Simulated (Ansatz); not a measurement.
# H4Si: the cost of one run

Program: Ansatz 0.2.0. Level of theory: RKS CAM-B3LYP/def2-SVP. These are calculated values, not measurements.

## (1) Starting point

Bond lengths: Si1–H2 1.660 Å, Si1–H3 1.660 Å, Si1–H4 1.459 Å, Si1–H5 1.459 Å. Angles: H2–Si1–H3 35.4°, H2–Si1–H4 123.4°, H2–Si1–H5 123.4°, H3–Si1–H4 123.4°, H3–Si1–H5 123.4°, H4–Si1–H5 109.5°.

Structure file:

```xyz
5

Si    0.0000    0.0000    0.0000
H     0.9994    0.0000    1.3254
H     1.5827    0.0000    0.5009
H    -0.6877    1.1914   -0.4862
H    -0.6877   -1.1914   -0.4862
```

## (2) Pulling towards end A

Springs on the bonds that form and break draw the guess towards this end; the thresholds are loose.

The input, input.yaml:

```yaml
crystal:
  periodic: [false, false, false]
  atoms:
    - { symbol: Si, position_ang: [0.0, 0.0, 0.0] }
    - { symbol: H, position_ang: [0.9994, 0.0, 1.3254] }
    - { symbol: H, position_ang: [1.5827, 0.0, 0.5009] }
    - { symbol: H, position_ang: [-0.6877, 1.1914, -0.4862] }
    - { symbol: H, position_ang: [-0.6877, -1.1914, -0.4862] }
basis:
  gaussian: { orbitals: def2-SVP }
hamiltonian:
  xc: cam_b3lyp
relax:
  f_tol: 0.15
  max_steps: 25
  restrain:
    - { distance: [1, 2], at: 1.86, k: 30.0 }
    - { distance: [0, 1], at: 1.46, k: 30.0 }
    - { distance: [0, 2], at: 1.46, k: 30.0 }
```

The run is started by

```bash
ansatz run input.yaml --threads 1 --pin off --max-ram 2048MiB --backend cpu --events-out ev --progress --plain --runs-dir out
```

What time and memory should one allow on 1 thread of Intel Xeon Platinum 8488C (Sapphire Rapids), shared host?

About 3.7 s, with a peak of 0.11 GiB.
